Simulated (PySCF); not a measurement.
# CH3NSi (silyl cyanide): the cost of one run

Computed with PySCF 2.14.0, with density-fitted response routines of our own, on a single molecule in the gas phase. Atoms are numbered from 0 throughout.

## 1. The molecule as given

6 atoms, charge 0, multiplicity 1; geometry from: PBE0-D3(BJ)/def2-SVP.

Bonds of the start (Å): N0–C1 1.16, C1–Si2 1.86, Si2–H3 1.49, Si2–H4 1.49, Si2–H5 1.49.

## 2. J couplings: B3LYP/aug-cc-pVTZ-J

The job: settings as JSON, then the geometry in Å.

```
{"job": {"kind": "j", "xc": "B3LYP", "basis": "aug-cc-pVTZ-J"}, "charge": 0, "multiplicity": 1}
N      2.426209     0.198241     0.024576
C      1.270903     0.101595     0.008645
Si    -0.580540    -0.053825    -0.015234
H     -0.934224    -1.100282    -1.010929
H     -1.139826     1.268252    -0.403299
H     -1.018099    -0.443799     1.351464
```

With the program's defaults for keys left out, this is: B3LYP/aug-cc-pVTZ-J indirect spin-spin coupling, non-relativistic, gas phase.

Command:

```console
> OMP_NUM_THREADS=1 python probes_run.py task.json out
```

This one command runs all jobs of the session in turn.

**Question.** How long does this first job take on 1 thread of Arm Neoverse V2, shared host, and how much memory does it need?

About 14 s, with a peak of 0.73 GiB.
